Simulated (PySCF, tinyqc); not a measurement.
Coupled-perturbed Hartree-Fock on RHF in the sto-3g basis, for BH, spin multiplicity 1, step by step. The lowest restricted solution is unstable here: a spin-polarised one lies 0.0053 hartree lower (PySCF). One step of it, computed by the program tinyqc.

Task: Integrals over molecular orbitals. (pq|rs) = sum C_ip C_jq C_kr C_ls (ij|kl), one index at a time.

coefficients C, order 1B 1s, 1B 2s, 1B 2px, 1B 2py, 1B 2pz, 2H 1s:
$$\begin{pmatrix}
0.992601 & -0.250302 & -0.156762 & 0.000000 & 0.000000 & -0.095820 \\
0.026699 & 0.814492 & 0.593194 & 0.000000 & 0.000000 & 0.403774 \\
0.000000 & 0.000000 & 0.000000 & -0.243279 & 0.969956 & 0.000000 \\
0.000000 & 0.000000 & 0.000000 & 0.969956 & 0.243279 & 0.000000 \\
0.003505 & 0.119294 & -0.575294 & 0.000000 & 0.000000 & 0.883826 \\
-0.004221 & 0.404377 & -0.559088 & 0.000000 & 0.000000 & -0.862816
\end{pmatrix}$$

core Hamiltonian H = T + V (hartree), order 1B 1s, 1B 2s, 1B 2px, 1B 2py, 1B 2pz, 2H 1s:
$$\begin{pmatrix}
-12.643166 & -3.274075 & 0.000000 & 0.000000 & -0.009748 & -0.298743 \\
-3.274075 & -3.732821 & 0.000000 & 0.000000 & -0.096506 & -0.868786 \\
0.000000 & 0.000000 & -2.917456 & 0.000000 & 0.000000 & 0.000000 \\
0.000000 & 0.000000 & 0.000000 & -2.917456 & 0.000000 & 0.000000 \\
-0.009748 & -0.096506 & 0.000000 & 0.000000 & -2.978042 & -0.905573 \\
-0.298743 & -0.868786 & 0.000000 & 0.000000 & -0.905573 & -2.073515
\end{pmatrix}$$

Two-electron integrals (ij|kl) in chemists' order, unique and non-zero (hartree):
```
(11|11) 2.923513   (21|11) 0.518376   (21|21) 0.109262   (22|11) 0.744229
(22|21) 0.193177   (22|22) 0.544804   (31|31) 0.020264   (32|31) 0.029996
(32|32) 0.120346   (33|11) 0.742491   (33|21) 0.193240   (33|22) 0.544682
(33|33) 0.586773   (41|41) 0.020264   (42|41) 0.029996   (42|42) 0.120346
(43|43) 0.031630   (44|11) 0.742491   (44|21) 0.193240   (44|22) 0.544682
(44|33) 0.523513   (44|44) 0.586773   (51|51) 0.020264   (52|51) 0.029996
(52|52) 0.120346   (53|53) 0.031630   (54|54) 0.031630   (55|11) 0.742491
(55|21) 0.193240   (55|22) 0.544682   (55|33) 0.523513   (55|44) 0.523513
(55|55) 0.586773   (61|11) 0.046393   (61|21) 0.009746   (61|22) 0.017305
(61|33) 0.017234   (61|44) 0.017234   (61|51) 0.000678   (61|52) 0.001263
(61|55) 0.017456   (61|61) 0.000895   (62|11) 0.139576   (62|21) 0.036952
(62|22) 0.118567   (62|33) 0.114976   (62|44) 0.114976   (62|51) 0.003993
(62|52) 0.026793   (62|55) 0.125624   (62|61) 0.003514   (62|62) 0.040032
(63|31) 0.003260   (63|32) 0.016228   (63|53) 0.004686   (63|63) 0.003752
(64|41) 0.003260   (64|42) 0.016228   (64|54) 0.004686   (64|64) 0.003752
(65|11) 0.143683   (65|21) 0.038474   (65|22) 0.130014   (65|33) 0.123442
(65|44) 0.123442   (65|51) 0.006666   (65|52) 0.042061   (65|55) 0.143005
(65|61) 0.003785   (65|62) 0.050893   (65|65) 0.067128   (66|11) 0.321298
(66|21) 0.086468   (66|22) 0.314799   (66|33) 0.298450   (66|44) 0.298450
(66|51) 0.009508   (66|52) 0.088033   (66|55) 0.347019   (66|61) 0.008270
(66|62) 0.147169   (66|65) 0.201263   (66|66) 0.774606
```

Give: one-electron integrals over orbitals h = C^T H C; Two-electron integrals over orbitals.

Result:

one-electron integrals over orbitals h = C^T H C (hartree):
$$\begin{pmatrix}
-12.6304 & 0.3080 & 0.1824 & 0.0000 & 0.0000 & 0.1140 \\
0.3080 & -2.9323 & -0.2497 & 0.0000 & 0.0000 & -0.4215 \\
0.1824 & -0.2497 & -2.6436 & 0.0000 & 0.0000 & 0.3783 \\
0.0000 & 0.0000 & 0.0000 & -2.9175 & 0.0000 & 0.0000 \\
0.0000 & 0.0000 & 0.0000 & 0.0000 & -2.9175 & 0.0000 \\
0.1140 & -0.4215 & 0.3783 & 0.0000 & 0.0000 & -2.4714
\end{pmatrix}$$

Two-electron integrals over orbitals (pq|rs), unique and non-zero (hartree):
```
(11|11) 2.8926      (21|11) -0.2726     (21|21) 0.0410      (22|11) 0.6245
(22|21) -0.0095     (22|22) 0.4827      (31|11) -0.1675     (31|21) 0.0233
(31|22) -0.0131     (31|31) 0.0232      (32|11) 0.1376      (32|21) -0.0084
(32|22) -0.0240     (32|31) 0.0062      (32|32) 0.1163      (33|11) 0.5910
(33|21) -0.0099     (33|22) 0.4374      (33|31) 0.0031      (33|32) 0.0218
(33|33) 0.4833      (41|41) 0.0216      (42|41) 0.0231      (42|42) 0.0804
(43|41) 0.0141      (43|42) 0.0430      (43|43) 0.0417      (44|11) 0.7420
(44|21) -0.0101     (44|22) 0.4695      (44|31) -0.0058     (44|32) 0.0751
(44|33) 0.4467      (44|44) 0.5868      (51|51) 0.0216      (52|51) 0.0231
(52|52) 0.0804      (53|51) 0.0141      (53|52) 0.0430      (53|53) 0.0417
(54|54) 0.0316      (55|11) 0.7420      (55|21) -0.0101     (55|22) 0.4695
(55|31) -0.0058     (55|32) 0.0751      (55|33) 0.4467      (55|44) 0.5235
(55|55) 0.5868      (61|11) -0.1033     (61|21) 0.0180      (61|22) 0.0048
(61|31) -0.0013     (61|32) -0.0158     (61|33) -0.0139     (61|44) -0.0035
(61|55) -0.0035     (61|61) 0.0216      (62|11) 0.1575      (62|21) -0.0028
(62|22) 0.0485      (62|31) -0.0128     (62|32) 0.0309      (62|33) -0.0149
(62|44) 0.0858      (62|55) 0.0858      (62|61) 0.0114      (62|62) 0.0995
(63|11) -0.1563     (63|21) 0.0039      (63|22) -0.0028     (63|31) -0.0045
(63|32) -0.1058     (63|33) -0.0306     (63|44) -0.0851     (63|55) -0.0851
(63|61) 0.0095      (63|62) -0.0608     (63|63) 0.1282      (64|41) 0.0082
(64|42) 0.0297      (64|43) -9.00e-05   (64|64) 0.0271      (65|51) 0.0082
(65|52) 0.0297      (65|53) -9.00e-05   (65|65) 0.0271      (66|11) 0.6182
(66|21) -0.0068     (66|22) 0.4937      (66|31) -0.0134     (66|32) -0.0588
(66|33) 0.4635      (66|44) 0.4463      (66|55) 0.4463      (66|61) 0.0084
(66|62) 0.0168      (66|63) 0.0322      (66|66) 0.5489
```
